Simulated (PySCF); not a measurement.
Series nitrenes, diatomics and small unsaturated species, computed as singlets and as triplets. All species are isolated molecules in the gas phase. One relaxed conformer stands for each flexible species; it need not be the lowest. Strings in code marks are SMILES.

These are PySCF with B3LYP-D3(BJ)/def2-TZVP values and carry that method's errors. All candidates: neutral, multiplicity 3. B3LYP has the VWN-RPA correlation part, as in Gaussian. 

```json
{
 "dipole_moment": "0.79 D",
 "highest_occupied_spin_orbital": "-6.37 eV"
}
```

**Question.** Identify which member has these values.
A) `[Si]=[SiH2]` (excited triplet)
B) `[GaH]` (excited triplet)
C) `[O+]#[Si-]` (excited triplet)
D) `B=O` (excited triplet)

**Answer.** D, `B=O` (excited triplet). The others give `[GaH]` (excited triplet): 0.21 D, -3.83 eV; `[Si]=[SiH2]` (excited triplet): 1.02 D, -5.25 eV; `[O+]#[Si-]` (excited triplet): 2.61 D, -4.70 eV
